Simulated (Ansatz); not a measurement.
# CHBCl (quartet): wB97M-V, B2PLYP, RPA-PBE over vertical spin and charge gaps and displaced geometries, cc-pVDZ, part 2 of 2

Ansatz 0.2.0, Gaussian basis; cc-pVDZ, all electrons in the functionals, frozen cores in the correlation of double hybrids and RPA. Earlier steps stand in the parts before.

## 13. B2PLYP, charge 1, quintet

File in.yaml:

```yaml
crystal:
  periodic: [false, false, false]
  atoms:
    - {symbol: B, position_ang: [0.000000, -0.449484, 1.928752]}
    - {symbol: C, position_ang: [0.000000, 0.465571, 0.769072]}
    - {symbol: Cl, position_ang: [0.000000, -0.064811, -0.871300]}
    - {symbol: H, position_ang: [0.000000, 1.552953, 0.795047]}
basis:
  gaussian: {orbitals: cc-pVDZ}
total_charge: 1
magnetization: {spin_polarized: true, initial_magnetization: 4}
hamiltonian: {xc: {name: B2PLYP}}
correlation: {electrons: outside_noble_gas}
```

Launch:

```
ansatz run in.yaml --threads 1 --pin off --events-out ev --progress --plain --max-ram 2393MiB
```

Log, cut to the lines that bear on the results:

```text
Functional definition: B2PLYP
  name "B2PLYP"
  cite "Grimme, J. Chem. Phys. 124, 034108 (2006) doi:10.1063/1.2148954"
  cite "Becke, Phys. Rev. A 38, 3098 (1988) doi:10.1103/PhysRevA.38.3098"
  cite "Lee, Yang & Parr, Phys. Rev. B 37, 785 (1988) doi:10.1103/PhysRevB.37.785"
[...]
504 factors; integrals over basis functions are off by at most 1.3e-3 eV
[...]
mean field -14226.46545851 eV, -522.8129625557 hartree, gradient 1.8e-6 eV, S^2 6.007519; 2 other end points of the search recorded, 0 dependent functions left out
7 core orbitals not correlated: weight in the atoms' cores, before any rotation towards them, 1.000 or more for the frozen orbitals, at most 0.000 for the correlated occupied ones
reference -14226.46558307 eV, -522.8129671331 hartree; 9, 5 occupied and 35, 39 virtual orbitals, 504 factors
second order -8.77748147 eV of doubles, -0.00000000 eV of singles
Total energy: -14228.83550306 eV, -522.9000600865 hartree
```

Run time: 2.4 s. Hardware: 1 thread of Intel Xeon Platinum 8488C, shared host.

From the report: ⟨S²⟩ of the determinant 6.008 (pure quintet: 6.00).

From charge 0, quartet: +267.2 kcal/mol.

## 14. B2PLYP, displaced geometry v1

File in.yaml:

```yaml
crystal:
  periodic: [false, false, false]
  atoms:
    - {symbol: B, position_ang: [-0.027071, -0.471695, 1.963573]}
    - {symbol: C, position_ang: [-0.027904, 0.427217, 0.792740]}
    - {symbol: Cl, position_ang: [0.020060, -0.043855, -0.890245]}
    - {symbol: H, position_ang: [-0.082717, 1.511095, 0.805904]}
basis:
  gaussian: {orbitals: cc-pVDZ}
magnetization: {spin_polarized: true, initial_magnetization: 3}
hamiltonian: {xc: {name: B2PLYP}}
correlation: {electrons: outside_noble_gas}
```

Launched as before.

Log, cut to the lines that bear on the results:

```text
Functional definition: B2PLYP
  name "B2PLYP"
  cite "Grimme, J. Chem. Phys. 124, 034108 (2006) doi:10.1063/1.2148954"
  cite "Becke, Phys. Rev. A 38, 3098 (1988) doi:10.1103/PhysRevA.38.3098"
  cite "Lee, Yang & Parr, Phys. Rev. B 37, 785 (1988) doi:10.1103/PhysRevB.37.785"
[...]
504 factors; integrals over basis functions are off by at most 1.4e-3 eV
[...]
mean field -14237.79043299 eV, -523.2291476915 hartree, gradient 4.3e-6 eV, S^2 3.753691; 0 other end points of the search recorded, 0 dependent functions left out
7 core orbitals not correlated: weight in the atoms' cores, before any rotation towards them, 1.000 or more for the frozen orbitals, at most 0.000 for the correlated occupied ones
reference -14237.79055673 eV, -523.2291522388 hartree; 9, 6 occupied and 35, 38 virtual orbitals, 504 factors
second order -9.72358244 eV of doubles, -0.00000000 eV of singles
Total energy: -14240.41592399 eV, -523.3256327061 hartree
```

It took 1.4 s on 1 thread of Intel Xeon Platinum 8488C, shared host.

From the report: ⟨S²⟩ of the determinant 3.754 (pure quartet: 3.75).

From charge 0, quartet: +0.1 kcal/mol.

## 15. B2PLYP, displaced geometry v2

File in.yaml:

```yaml
crystal:
  periodic: [false, false, false]
  atoms:
    - {symbol: B, position_ang: [0.086270, -0.435449, 1.923994]}
    - {symbol: C, position_ang: [-0.078604, 0.487980, 0.775908]}
    - {symbol: Cl, position_ang: [-0.001984, -0.074826, -0.872644]}
    - {symbol: H, position_ang: [0.081125, 1.487668, 0.811917]}
basis:
  gaussian: {orbitals: cc-pVDZ}
magnetization: {spin_polarized: true, initial_magnetization: 3}
hamiltonian: {xc: {name: B2PLYP}}
correlation: {electrons: outside_noble_gas}
```

Same command.

Log, cut to the lines that bear on the results:

```text
Functional definition: B2PLYP
  name "B2PLYP"
  cite "Grimme, J. Chem. Phys. 124, 034108 (2006) doi:10.1063/1.2148954"
  cite "Becke, Phys. Rev. A 38, 3098 (1988) doi:10.1103/PhysRevA.38.3098"
  cite "Lee, Yang & Parr, Phys. Rev. B 37, 785 (1988) doi:10.1103/PhysRevB.37.785"
[...]
503 factors; integrals over basis functions are off by at most 1.2e-3 eV
[...]
mean field -14237.60840664 eV, -523.2224583466 hartree, gradient 4.5e-6 eV, S^2 3.754124; 2 other end points of the search recorded, 0 dependent functions left out
7 core orbitals not correlated: weight in the atoms' cores, before any rotation towards them, 1.000 or more for the frozen orbitals, at most 0.000 for the correlated occupied ones
reference -14237.60853040 eV, -523.2224628944 hartree; 9, 6 occupied and 35, 38 virtual orbitals, 503 factors
second order -9.65384961 eV of doubles, -0.00000000 eV of singles
Total energy: -14240.21506979 eV, -523.3182514504 hartree
```

It took 1.8 s on 1 thread of Intel Xeon Platinum 8488C, shared host.

From the report: ⟨S²⟩ of the determinant 3.754 (pure quartet: 3.75).

From charge 0, quartet: +4.7 kcal/mol.

## 16. RPA-PBE, charge 0, quartet

File in.yaml:

```yaml
crystal:
  periodic: [false, false, false]
  atoms:
    - {symbol: B, position_ang: [0.000000, -0.449484, 1.928752]}
    - {symbol: C, position_ang: [0.000000, 0.465571, 0.769072]}
    - {symbol: Cl, position_ang: [0.000000, -0.064811, -0.871300]}
    - {symbol: H, position_ang: [0.000000, 1.552953, 0.795047]}
basis:
  gaussian: {orbitals: cc-pVDZ}
magnetization: {spin_polarized: true, initial_magnetization: 3}
hamiltonian: {xc: {name: PBE}}
correlation: {method: rpa, electrons: outside_noble_gas}
```

Launched as before.

Log, cut to the lines that bear on the results:

```text
Functional definition: PBE
  name "PBE"
  cite "Perdew, Burke & Ernzerhof, Phys. Rev. Lett. 77, 3865 (1996) doi:10.1103/PhysRevLett.77.3865"
  parent pbe
[...]
504 factors; integrals over basis functions are off by at most 1.3e-3 eV
[...]
mean field -14238.91609228 eV, -523.2705149074 hartree, gradient 2.8e-6 eV, S^2 3.751436; 1 other end points of the search recorded, 0 dependent functions left out
7 core orbitals not correlated: weight in the atoms' cores, before any rotation towards them, 1.000 or more for the frozen orbitals, at most 0.000 for the correlated occupied ones
reference -14216.52435550 eV, -522.4476337584 hartree; 9, 6 occupied and 35, 38 virtual orbitals, 504 factors
Total energy: -14230.26408095 eV, -522.9525593553 hartree
```

It took 1.2 s on 1 thread of Intel Xeon Platinum 8488C, shared host.

From the report: ⟨S²⟩ of the determinant 3.751 (pure quartet: 3.75).

## 17. RPA-PBE, charge 0, doublet

in.yaml: that of step 16 with these lines changed.

```diff
@@ -9,3 +9,3 @@
   gaussian: {orbitals: cc-pVDZ}
-magnetization: {spin_polarized: true, initial_magnetization: 3}
+magnetization: {spin_polarized: true, initial_magnetization: 1}
 hamiltonian: {xc: {name: PBE}}
```

The command is unchanged.

Log, cut to the lines that bear on the results:

```text
Functional definition: PBE
  name "PBE"
  cite "Perdew, Burke & Ernzerhof, Phys. Rev. Lett. 77, 3865 (1996) doi:10.1103/PhysRevLett.77.3865"
  parent pbe
[...]
504 factors; integrals over basis functions are off by at most 1.3e-3 eV
[...]
mean field -14239.98221327 eV, -523.3096941310 hartree, gradient 2.0e-6 eV, S^2 0.760747; 16 other end points of the search recorded, 0 dependent functions left out
7 core orbitals not correlated: weight in the atoms' cores, before any rotation towards them, 1.000 or more for the frozen orbitals, at most 0.000 for the correlated occupied ones
reference -14216.85979783 eV, -522.4599610365 hartree; 8, 7 occupied and 36, 37 virtual orbitals, 504 factors
Total energy: -14231.51211368 eV, -522.9984237122 hartree
```

It took 12 s on 1 thread of Intel Xeon Platinum 8488C, shared host.

From the report: ⟨S²⟩ of the determinant 0.761 (pure doublet: 0.75).

From charge 0, quartet: -28.8 kcal/mol.

## 18. RPA-PBE, charge 0, sextet

in.yaml: that of step 17 with these lines changed.

```diff
@@ -9,3 +9,3 @@
   gaussian: {orbitals: cc-pVDZ}
-magnetization: {spin_polarized: true, initial_magnetization: 1}
+magnetization: {spin_polarized: true, initial_magnetization: 5}
 hamiltonian: {xc: {name: PBE}}
```

Same command.

Log, cut to the lines that bear on the results:

```text
Functional definition: PBE
  name "PBE"
  cite "Perdew, Burke & Ernzerhof, Phys. Rev. Lett. 77, 3865 (1996) doi:10.1103/PhysRevLett.77.3865"
  parent pbe
[...]
504 factors; integrals over basis functions are off by at most 1.3e-3 eV
[...]
mean field -14232.17032203 eV, -523.0226124229 hartree, gradient 5.3e-6 eV, S^2 8.752828; 12 other end points of the search recorded, 0 dependent functions left out
7 core orbitals not correlated: weight in the atoms' cores, before any rotation towards them, 1.000 or more for the frozen orbitals, at most 0.000 for the correlated occupied ones
reference -14209.80121612 eV, -522.2005629432 hartree; 10, 5 occupied and 34, 39 virtual orbitals, 504 factors
Total energy: -14223.36136361 eV, -522.6988891719 hartree
```

Run time: 7 s. Hardware: 1 thread of Intel Xeon Platinum 8488C, shared host.

From the report: ⟨S²⟩ of the determinant 8.753 (pure sextet: 8.75).

From charge 0, quartet: +159.2 kcal/mol.

## 19. RPA-PBE, charge 1, triplet

in.yaml: that of step 18 with these lines changed.

```diff
@@ -9,3 +9,4 @@
   gaussian: {orbitals: cc-pVDZ}
-magnetization: {spin_polarized: true, initial_magnetization: 5}
+total_charge: 1
+magnetization: {spin_polarized: true, initial_magnetization: 2}
 hamiltonian: {xc: {name: PBE}}
```

Same command.

Log, cut to the lines that bear on the results:

```text
Functional definition: PBE
  name "PBE"
  cite "Perdew, Burke & Ernzerhof, Phys. Rev. Lett. 77, 3865 (1996) doi:10.1103/PhysRevLett.77.3865"
  parent pbe
[...]
504 factors; integrals over basis functions are off by at most 1.3e-3 eV
[...]
mean field -14231.31890595 eV, -522.9913234591 hartree, gradient 8.8e-6 eV, S^2 2.001900; 0 other end points of the search recorded, 0 dependent functions left out
7 core orbitals not correlated: weight in the atoms' cores, before any rotation towards them, 1.000 or more for the frozen orbitals, at most 0.000 for the correlated occupied ones
reference -14209.13781765 eV, -522.1761834992 hartree; 8, 6 occupied and 36, 38 virtual orbitals, 504 factors
Total energy: -14222.82923763 eV, -522.6793339031 hartree
```

Wall time 1.3 s (1 thread of Intel Xeon Platinum 8488C, shared host).

From the report: ⟨S²⟩ of the determinant 2.002 (pure triplet: 2.00).

From charge 0, quartet: +171.5 kcal/mol.

## 20. RPA-PBE, charge 1, quintet

in.yaml: that of step 19 with these lines changed.

```diff
@@ -10,3 +10,3 @@
 total_charge: 1
-magnetization: {spin_polarized: true, initial_magnetization: 2}
+magnetization: {spin_polarized: true, initial_magnetization: 4}
 hamiltonian: {xc: {name: PBE}}
```

Launched as before.

Log, cut to the lines that bear on the results:

```text
Functional definition: PBE
  name "PBE"
  cite "Perdew, Burke & Ernzerhof, Phys. Rev. Lett. 77, 3865 (1996) doi:10.1103/PhysRevLett.77.3865"
  parent pbe
[...]
504 factors; integrals over basis functions are off by at most 1.3e-3 eV
[...]
mean field -14227.38924539 eV, -522.8469110974 hartree, gradient 7.2e-6 eV, S^2 6.002362; 1 other end points of the search recorded, 0 dependent functions left out
7 core orbitals not correlated: weight in the atoms' cores, before any rotation towards them, 1.000 or more for the frozen orbitals, at most 0.000 for the correlated occupied ones
reference -14205.45668729 eV, -522.0409044535 hartree; 9, 5 occupied and 35, 39 virtual orbitals, 504 factors
Total energy: -14218.74543976 eV, -522.5292570994 hartree
```

It took 2.3 s on 1 thread of Intel Xeon Platinum 8488C, shared host.

From the report: ⟨S²⟩ of the determinant 6.002 (pure quintet: 6.00).

From charge 0, quartet: +265.6 kcal/mol.

## 21. RPA-PBE, displaced geometry v1

File in.yaml:

```yaml
crystal:
  periodic: [false, false, false]
  atoms:
    - {symbol: B, position_ang: [-0.027071, -0.471695, 1.963573]}
    - {symbol: C, position_ang: [-0.027904, 0.427217, 0.792740]}
    - {symbol: Cl, position_ang: [0.020060, -0.043855, -0.890245]}
    - {symbol: H, position_ang: [-0.082717, 1.511095, 0.805904]}
basis:
  gaussian: {orbitals: cc-pVDZ}
magnetization: {spin_polarized: true, initial_magnetization: 3}
hamiltonian: {xc: {name: PBE}}
correlation: {method: rpa, electrons: outside_noble_gas}
```

Launched as before.

Log, cut to the lines that bear on the results:

```text
Functional definition: PBE
  name "PBE"
  cite "Perdew, Burke & Ernzerhof, Phys. Rev. Lett. 77, 3865 (1996) doi:10.1103/PhysRevLett.77.3865"
  parent pbe
[...]
504 factors; integrals over basis functions are off by at most 1.4e-3 eV
[...]
mean field -14238.92313909 eV, -523.2707738727 hartree, gradient 3.2e-6 eV, S^2 3.751427; 1 other end points of the search recorded, 0 dependent functions left out
7 core orbitals not correlated: weight in the atoms' cores, before any rotation towards them, 1.000 or more for the frozen orbitals, at most 0.000 for the correlated occupied ones
reference -14216.48329208 eV, -522.4461247054 hartree; 9, 6 occupied and 35, 38 virtual orbitals, 504 factors
Total energy: -14230.26292972 eV, -522.9525170486 hartree
```

Wall time 1.2 s (1 thread of Intel Xeon Platinum 8488C, shared host).

From the report: ⟨S²⟩ of the determinant 3.751 (pure quartet: 3.75).

From charge 0, quartet: 0.0 kcal/mol.

## 22. RPA-PBE, displaced geometry v2

File in.yaml:

```yaml
crystal:
  periodic: [false, false, false]
  atoms:
    - {symbol: B, position_ang: [0.086270, -0.435449, 1.923994]}
    - {symbol: C, position_ang: [-0.078604, 0.487980, 0.775908]}
    - {symbol: Cl, position_ang: [-0.001984, -0.074826, -0.872644]}
    - {symbol: H, position_ang: [0.081125, 1.487668, 0.811917]}
basis:
  gaussian: {orbitals: cc-pVDZ}
magnetization: {spin_polarized: true, initial_magnetization: 3}
hamiltonian: {xc: {name: PBE}}
correlation: {method: rpa, electrons: outside_noble_gas}
```

The command is unchanged.

Log, cut to the lines that bear on the results:

```text
Functional definition: PBE
  name "PBE"
  cite "Perdew, Burke & Ernzerhof, Phys. Rev. Lett. 77, 3865 (1996) doi:10.1103/PhysRevLett.77.3865"
  parent pbe
[...]
503 factors; integrals over basis functions are off by at most 1.2e-3 eV
[...]
mean field -14238.69423149 eV, -523.2623616736 hartree, gradient 5.6e-6 eV, S^2 3.751560; 1 other end points of the search recorded, 0 dependent functions left out
7 core orbitals not correlated: weight in the atoms' cores, before any rotation towards them, 1.000 or more for the frozen orbitals, at most 0.000 for the correlated occupied ones
reference -14216.31670173 eV, -522.4400026230 hartree; 9, 6 occupied and 35, 38 virtual orbitals, 503 factors
Total energy: -14230.03172747 eV, -522.9440205225 hartree
```

It took 1.2 s on 1 thread of Intel Xeon Platinum 8488C, shared host.

From the report: ⟨S²⟩ of the determinant 3.752 (pure quartet: 3.75).

From charge 0, quartet: +5.4 kcal/mol.

## 23. Against the wave-function levels

The yardstick is UCCSDT(Q), where the cluster series has nearly closed. It comes from earlier runs at the same points. Energies in kcal/mol, counted from charge 0, quartet; blanks weren't run or aren't comparable.

```tsv
level	quartet to doublet	quartet to sextet	ionisation to the triplet cation	ionisation to the quintet cation	displacement v1	displacement v2
UCCSDT(Q)	-27.9	160.0	171.8	263.4	0.1	5.1
wB97M-V	-28.1	166.4	172.8	270.3	0.2	4.9
B2PLYP	-27.2	163.7	172.0	267.2	0.1	4.7
RPA-PBE	-28.8	159.2	171.5	265.6	0.0	5.4
```

Largest miss and mean time a point (UCCSDT(Q) took 69 s a point; shared hosts):

```tsv
level	largest miss (kcal/mol)	where	time a point
wB97M-V	+6.9	ionisation to the quintet cation	7.2 s
B2PLYP	+3.7	ionisation to the quintet cation	2.8 s
RPA-PBE	+2.2	ionisation to the quintet cation	3.7 s
```

## 24. Results

The summary covers parts 1 to 2.

| quantity | value |
| --- | --- |
| quartet to doublet, UCCSDT(Q) | -27.9 kcal/mol |
| quartet to sextet, UCCSDT(Q) | 160.0 kcal/mol |
| ionisation to the triplet cation, UCCSDT(Q) | 171.8 kcal/mol |
| ionisation to the quintet cation, UCCSDT(Q) | 263.4 kcal/mol |
| displacement v1, UCCSDT(Q) | 0.1 kcal/mol |
| displacement v2, UCCSDT(Q) | 5.1 kcal/mol |
| largest miss, wB97M-V | +6.9 kcal/mol (ionisation to the quintet cation) |
| largest miss, B2PLYP | +3.7 kcal/mol (ionisation to the quintet cation) |
| largest miss, RPA-PBE | +2.2 kcal/mol (ionisation to the quintet cation) |

In words: Of the functionals, RPA-PBE keep the smallest largest miss at the points compared (at most 2.2 kcal/mol) and wB97M-V strays most (6.9 kcal/mol, at ionisation to the quintet cation). Functionals and the yardstick converge differently with the basis, so part of each miss in cc-pVDZ is the basis.
